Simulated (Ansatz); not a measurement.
Task: the energy of protonation at one site of CH2OS, SMILES OC=S, with Ansatz's Python interface. Give the script and its output. Level of theory (for the species named): MP2, def2-SVP basis, multiplicity 1.

```xyz
5

O    -0.8992   -0.3065    0.1201
C     0.3612    0.0175    0.0560
S     1.3082   -0.6274    1.2072
H    -1.3545    0.1775   -0.6208
H     0.6342    0.6653   -0.8040
```

`pa.py`
```python
# -*- coding: utf-8 -*-
"""Proton affinity of CH2OS at one site."""

import warnings

import ansatz as az
import numpy as np

warnings.simplefilter("ignore", az.DeckWarning)

geometry_ang = [
    ("O", [-0.8992, -0.3065, 0.1201]),
    ("C", [0.3612, 0.0175, 0.056]),
    ("S", [1.3082, -0.6274, 1.2072]),
    ("H", [-1.3545, 0.1775, -0.6208]),
    ("H", [0.6342, 0.6653, -0.804]),
]
mol = az.Crystal.molecule()
for symbol, xyz in geometry_ang:
    mol = mol.atom(symbol, xyz)

job = (
    mol.calculation()
    .basis(gaussian="def2-SVP")
    .correlation("MP2")
)
symbols = [site.symbol for site in mol.cartesian_sites]
start = np.array([site.position_ang for site in mol.cartesian_sites], dtype=float)
r = job.relax(force_tolerance=0.01).run(threads=1).report
end = np.array(r["positions_ang"])

# put the proton on the side away from the neighbours, slightly off axis
away = sum((end[0] - end[j]) / np.linalg.norm(end[0] - end[j]) for j in [1, 3]) + np.array([0.15, 0.1, -0.2])
proton = end[0] + 1.0 * away / np.linalg.norm(away)
acid = az.Crystal.molecule()
for symbol, place in zip(symbols, end):
    acid = acid.atom(symbol, place.tolist())
acid = acid.atom("H", proton.tolist())
protonated = (
    acid.calculation()
    .basis(gaussian="def2-SVP")
    .correlation("MP2")
    .charge(1)
    .relax(force_tolerance=0.01, max_steps=80)
)
after = protonated.run(threads=1).report
xyz = np.array(after["positions_ang"])
reach = np.linalg.norm(xyz[:-1] - xyz[-1], axis=1)
print(f"base {r['free_energy_ev']:.5f} eV, protonated {after['free_energy_ev']:.5f} eV")
print(f"the proton ends {reach.min():.3f} A from {symbols[reach.argmin()]}{reach.argmin()}")
print(f"electronic proton affinity {96.485332 * (r['free_energy_ev'] - after['free_energy_ev']):.1f} kJ/mol")
```

Running `python pa.py` prints:
```text
base -13922.14965 eV, protonated -13929.74278 eV
the proton ends 0.983 A from O0
electronic proton affinity 732.6 kJ/mol
```

Total energies depend on the basis set; only differences at equal settings carry meaning. The proton is put on one chosen atom, which needn't be the most basic site, so the molecule's proton affinity can be higher; the ends are stationary points, not checked by frequencies, and zero-point and thermal terms count only where printed. Run time: 27 s on 1 thread of AMD EPYC 7R43 64-Core Processor (Zen 3) (shared host), peak memory 0.2 GiB.
